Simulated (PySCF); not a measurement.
Species: 3-butynenitrile, C₄H₃N.
SMILES: `C#CCC#N`

The closed-shell ground state was solved at several levels (PySCF, density fitting, gas phase, non-relativistic). Geometry: PBE0-D3(BJ)/def2-TZVP; no solvent, vibrations or thermal averaging.

| level | basis functions | total energy (Eh) | HOMO (eV) | LUMO (eV) | gap (eV) | dipole (D) |
| --- | --- | --- | --- | --- | --- | --- |
| B97-2/pcSseg-2 | 222 | -208.8817 | -8.29 | -0.08 | 8.21 | 3.72 |
| PBE0/pcJ-2 | 327 | -208.7137 | -8.55 | -0.05 | 8.50 | 3.74 |
| PBE0/pcSseg-2 | 222 | -208.7051 | -8.56 | -0.05 | 8.51 | 3.74 |
| KT3/pcSseg-2 | 222 | -212.3227 | -7.32 | -1.03 | 6.29 | 3.60 |
| wB97X-D/pcSseg-2 | 222 | -208.8826 | -10.44 | 1.72 | 12.16 | 3.76 |
| B97-2/pcJ-2 | 327 | -208.8914 | -8.29 | -0.08 | 8.21 | 3.72 |

(1) What might B3LYP/pcJ-2 (327 basis functions) give for the same quantities?

(2) Over all these levels, which gives the widest orbital gap and which the narrowest?

(3) In the pcSseg-2 basis, how does the gap go with the fixed share of exact exchange?

(4) How far do the dipole and the HOMO energy spread over the levels?

## Answers

(1) Total energy -208.9789 Eh, HOMO -8.31 eV, LUMO -0.33 eV, gap 7.98 eV, dipole 3.73 D.

(2) wB97X-D/pcSseg-2 (range-separated hybrid) has the widest, 12.16 eV, and KT3/pcSseg-2 (GGA) the narrowest, 6.29 eV. The two share the basis. From the narrowest to the widest the HOMO moves by -3.12 eV and the LUMO by +2.75 eV.

(3) KT3 (0 %) 6.29 eV; B97-2 (21 %) 8.21 eV; PBE0 (25 %) 8.51 eV. Each rise in the share widens the gap here.

(4) The dipole runs from 3.60 to 3.76 D (mean 3.72 D) and the HOMO from -10.44 to -7.32 eV.

Note: wB97X-D ran without an empirical dispersion term, which enters the total energy and its gradient alone.
